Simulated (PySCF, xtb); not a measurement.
LiH, SMILES [LiH].

xtb with GFN2-xTB at its own geometry gives an orbital gap of 5.66 eV and a dipole moment of 5.64 D.

Coordinates come from a PBE0-D3(BJ)/def2-TZVPD optimisation.

### Question
What does r2SCAN/def2-TZVPD (PySCF) give? (The exact figures need the calculation; the answer reports its results.)

### Answer
gap 4.14 eV (levels -4.51 and -0.38 eV), dipole 5.81 D.
